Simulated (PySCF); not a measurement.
# B3LYP/STO-6G run of SiH4S (Si(SH)H3)

Aim: the vertical ionisation energy of SiH4S (Si(SH)H3) at B3LYP/STO-6G, from 2 runs. The job is set up through a Python script.

The results are computed with PySCF 2.14.0.

6 further runs of the same task are left out: 6 set aside as unsound or not needed.

## (1) Starting point

SiH4S has 6 atoms, charge 0, and is taken as a singlet. SMILES: `[H][Si]([H])([H])S`. The coordinates come from a GFN2-xTB relaxation.

Bond lengths: Si1–S2 2.147 Å, S2–H3 1.325 Å, Si1–H4 1.452 Å, Si1–H5 1.457 Å, Si1–H6 1.458 Å. Angles: Si1–S2–H3 97.0°, S2–Si1–H4 103.2°, S2–Si1–H5 107.7°, S2–Si1–H6 107.7°, H4–Si1–H5 113.2°, H4–Si1–H6 113.1°, H5–Si1–H6 111.3°.

## (2) A single-point energy at B3LYP/STO-6G

job.py

```python
# Si(SH)H3
from pyscf import gto, dft

mol = gto.Mole()
mol.atom = '''
Si     0.201210    -0.014540    -0.544580
S      0.253720     0.019820     1.601470
H     -1.056810     0.059910     1.795240
H      1.606010    -0.020690    -0.909950
H     -0.503230     1.180600    -0.990160
H     -0.500900    -1.225100    -0.952020
'''
mol.verbose = 3
mol.max_memory = 1860
mol.spin = 0
mol.basis = 'sto-6g'
mol.build()

mf = dft.RKS(mol)
mf.xc = 'b3lyp'
mf.conv_tol = 1e-10
mf.grids.level = 5
mf.kernel()
if not mf.converged:
    mf = mf.newton().run(mf.mo_coeff, mf.mo_occ)

e_final = mf.e_tot
print(f'total energy: {e_final:.8f} hartree')
```

The run is started by

```
$ OMP_NUM_THREADS=1 python job.py
```

The log of the run:

```text
converged SCF energy = -687.654335419236
total energy: -687.65433542 hartree
```

Run time: 4.5 s. Hardware: 1 thread of Intel Xeon 6975P-C (Granite Rapids), shared host; peak memory 0.21 GiB.

## (3) The doublet cation at the same level

input.py

```python
from pyscf import gto, dft

mol = gto.M(
    atom=[
    ('Si', (0.201210, -0.014540, -0.544580)),
    ('S', (0.253720, 0.019820, 1.601470)),
    ('H', (-1.056810, 0.059910, 1.795240)),
    ('H', (1.606010, -0.020690, -0.909950)),
    ('H', (-0.503230, 1.180600, -0.990160)),
    ('H', (-0.500900, -1.225100, -0.952020)),
],
    spin=1,
    charge=1,
    verbose=3,
    basis='sto-6g',
    max_memory=1860,
)

mf = dft.UKS(mol, xc='b3lyp')
mf.grids.level = 5
mf.conv_tol = 1e-10
mf.kernel()
if not mf.converged:
    mf = mf.newton().run(mf.mo_coeff, mf.mo_occ)

e_tot = mf.e_tot
print(f'total energy: {e_tot:.8f} hartree')
```

The run is started by

```
$ OMP_NUM_THREADS=1 python input.py
```

The log of the run:

```text
WARN: HOMO -0.259937767634607 >= LUMO -0.259937767634609

converged SCF energy = -687.399082796163  <S^2> = 0.75182666  2S+1 = 2.0018258
total energy: -687.39908280 hartree
```

It took 6.9 s on 1 thread of Intel Xeon 6975P-C (Granite Rapids), shared host; peak memory 0.21 GiB.

## (4) What came out

At B3LYP/STO-6G:

```
                                          quantity          value
                       singlet SiH4S: total energy  -687.65434 Eh
                      singlet SiH4S: dipole moment         1.28 D
                        singlet SiH4S: HOMO energy       -3.20 eV
                        singlet SiH4S: LUMO energy        6.01 eV
                      singlet SiH4S: HOMO–LUMO gap        9.21 eV
                      doublet cation: total energy  -687.39908 Eh
doublet cation: HOMO energy (highest over α and β)      -14.32 eV
 doublet cation: LUMO energy (lowest over α and β)      -10.55 eV
                              doublet cation: ⟨S²⟩          0.752
vertical ionisation energy (to the doublet cation)       6.946 eV
```

In words: Removing an electron at fixed nuclei costs 6.95 eV (670 kJ/mol). The negative HOMO energy of the first species, 3.20 eV, lies 3.74 eV below that difference. In a minimal basis such a difference can be off by several eV, whatever the method.
